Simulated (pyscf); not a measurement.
HO–Si(OH)(O–SiH₃)–O–SiH₃ (SMILES O[Si](O)(O[SiH3])O[SiH3]) + HF (SMILES F) + HF (SMILES F) -> HO–Si(F)(O–SiH₃)–O–SiH₃ (SMILES O[Si](F)(O[SiH3])O[SiH3]) + H₂O (SMILES O) + HF (SMILES F) (multi-bond step; singlet surface; O–Si, F–H, F–H broken, F–Si, H–O, F–H formed). PySCF, gas phase, ωB97X-D3(BJ)/def2-SVP geometries. Energies in kJ/mol from the separated reactants.

```
level                      barrier  reaction energy
----------------------  ----------  ---------------
ωB97X-D3(BJ)/def2-TZVP  (withheld)       (withheld)
PBE/def2-TZVP                -41.7            -43.5
B3LYP-D3(BJ)/def2-TZVP  (withheld)            -42.7
M06-2X/def2-TZVP             -36.0            -39.5
ωB97M-D3(BJ)/def2-TZVP       -27.3            -41.3
HF/def2-TZVP                  74.5            -49.8
```

### Question
What belongs in the gaps?

### Answer

- ωB97X-D3(BJ)/def2-TZVP, barrier: -24.9
- ωB97X-D3(BJ)/def2-TZVP, reaction energy: -39.2
- B3LYP-D3(BJ)/def2-TZVP, barrier: -29.6

On the reactant side the descent ends in a bound adduct (not fully relaxed), 95.5 kJ/mol under the separated species and 70.6 kJ/mol under the saddle at ωB97X-D3(BJ)/def2-TZVP. On the product side the descent ends in an adduct with a O–Si contact, 4.1 kJ/mol under the separated species and 18.5 kJ/mol under the saddle at ωB97X-D3(BJ)/def2-TZVP. At ωB97X-D3(BJ), PBE, B3LYP-D3(BJ), M06-2X, ωB97M-D3(BJ) the saddle lies under the separated reactants, which points to a path from their complex (located at ωB97X-D3(BJ) alone). What is counted as broken (O–Si) persists as a longer contact in the product adduct; parting that adduct is a step of its own. One saddle was located; it need not be the lowest between these sides.
